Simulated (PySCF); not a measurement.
Species: C6H8.
Numbering: `[CH2:1]=[C:2]=[C:3]=[CH:4][CH2:5][CH3:6]` (hydrogens: H7, H8 on C1; H9 on C4; H10, H11 on C5; H12, H13, H14 on C6)

Computed geometry: GFN2-xTB, gas phase.

Question: Give the optimised bond lengths and angles.

Answer: 
```tsv
bond	length (pm)	order
C1=C2	130.8	double
C2=C3	125.8	double
C3=C4	131.1	double
C4–C5	149.8	single
C5–C6	152.2	single
C1–H7, C1–H8	107.8	single
C4–H9	108.4	single
C5–H10, C5–H11	109.6	single
C6–H12, C6–H13, C6–H14	108.8	single
```

Bonds in one row agree within 1 pm and their mean is given. Orders are formal, as drawn. A selection of angles:
```tsv
angle	degrees
C2–C1–H7	121.6
H7–C1–H8	117.0
C1–C2–C3	179.3
C2–C3–C4	178.6
C3–C4–C5	124.5
C3–C4–H9	119.7
C5–C4–H9	115.8
C4–C5–C6	113.2
C4–C5–H10	108.4
C4–C5–H11	108.5
C6–C5–H10	109.9
H10–C5–H11	106.8
C5–C6–H12	110.3
H12–C6–H13	108.2
H12–C6–H14	108.7
```

Torsions: C3–C4–C5–C6 0° (synperiplanar).

Of the pairs four or more bonds apart, C3···H13 is among the closest relative to their van der Waals radii: 2.79 Å, 96 % of the sum of Bondi's values. The 6 heavy atoms lie in one plane (0.001 Å rms). The C–C distances run from 1.258 Å (C2=C3, drawn double) to 1.522 Å (C5–C6, drawn single), a spread of 0.264 Å.

Point group: Cs (every atom within 0.08 Å of its image). Whether it is a minimum is left open (no frequencies). One conformer, not necessarily the lowest.
